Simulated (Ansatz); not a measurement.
The first iterations of a band of AlClH2O + H2 (7 atoms, charge 0, multiplicity 1).

Method: RKS LDA/def2-mTZVP in Ansatz 0.2.0.

```yaml
movable_images: 7
climbing_image: yes
spring: 5.0 eV/Å²
optimiser: quadratic models (default)
start_path: through a guess of the saddle point
force_threshold: 0.03 eV/Å
iteration_limit: 60
end_points: relaxed
```

Image 0:

```xyz
7
Properties=species:S:1:pos:R:3
Al -0.027 -0.103 0.246
O -0.089 -0.570 1.871
H -0.924 -0.669 2.361
H 1.363 -0.105 -0.493
Cl -1.817 0.178 -0.823
H -0.072 2.171 0.488
H 0.225 1.945 1.170
```

Image 8:

```xyz
7
Properties=species:S:1:pos:R:3
Al 0.130 0.546 -0.101
O -0.045 0.133 1.824
H -0.946 -0.286 1.817
H 1.313 -0.361 -0.652
Cl -1.851 -0.286 -0.402
H 0.184 2.142 -0.015
H -0.128 0.960 2.348
```

| iteration | highest image above the first end (eV) | largest band force component (eV/Å) |
| --- | --- | --- |
| 1 | 1.595 | 2.409 |
| 2 | 0.803 | 1.913 |
| 3 | 0.769 | 1.355 |

Q: Does the band converge within its limit, and where does its top end?

A: The forces met the threshold. It ended after 9 iterations with the highest image 0.664 eV above the first end. A vibrational analysis at the climbing image gives one clearly imaginary mode, 1047i cm⁻¹: a first-order saddle point. The orbitals stay closed-shell, which can raise the energy where a bond breaks towards radicals; this wasn't checked here.

Time of the run: 47 s on 2 threads of Arm Neoverse V1, with other jobs on the host, peak memory 0.14 GiB.
